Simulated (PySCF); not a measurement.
# Telling isomers of C5H4O2 apart by NMR

PySCF calculation with NMR shieldings at PBE0/pcSseg-1/GIAO, PBE0-D3(BJ)/def2-SVP structure and J couplings at B3LYP/pcJ-1 (spin–dipole term left out of most H,H and C,H couplings); fast rotation and ring inversion assumed for equivalent nuclei, one computed conformer, relativity neglected, in vacuum.

Shifts are taken against calculated references (same method and geometry level): ¹H (31.27 ppm) and ¹³C (184.41 ppm) vs TMS. Multiplet labels drop J under 1 Hz and among equivalent protons, and merge close values. Unscaled 3J(H,H) run several per cent high. Shifts are as computed. Against solution values, carbons near 30 ppm lie about +2 ppm off and those near 130 ppm about +5 ppm. Of 1309 compounds with measured shifts, 239 miss one by over three times the rms of a fit or turn the order of signals round; such compounds aren't used in these exercises.

(1) Tabulate the signals of `O=Cc1ccoc1`, `O=c1ccocc1` and their relative energies.

(2) What is the quickest way to tell O=Cc1ccoc1 from O=c1ccocc1?

Answers

(1) 
```tsv
SMILES	carbon types	δC	δH	E rel. (kcal/mol)
O=Cc1ccoc1	1×C 4×CH	187.3, 150.8, 147.4, 131.6, 116.1	9.97 (s, 1H), 8.17 (d, 1H), 7.39 (dd, 1H), 6.81 (d, 1H)	3.3
O=c1ccocc1	1×C 4×CH	174.2, 158.9, 126.6	7.52 (d, 2H), 6.21 (d, 2H)	0.0
```

Energies are electronic energies at PBE0/pcSseg-1 on these geometries, without zero-point or thermal terms, each for the one conformer computed, which needn't be the lowest.

(2) Count the carbon signals: 5 against 3. The first has a substituted aromatic carbon (C) at 131.6 ppm, the second a ring carbonyl carbon (C) at 174.2 ppm. Their most deshielded carbons lie at 187.3 and 174.2 ppm. In the proton spectra the most deshielded non-exchanging signals are 9.97 (s, 1H) and 7.52 (d, J = 7.0 Hz, 2H).
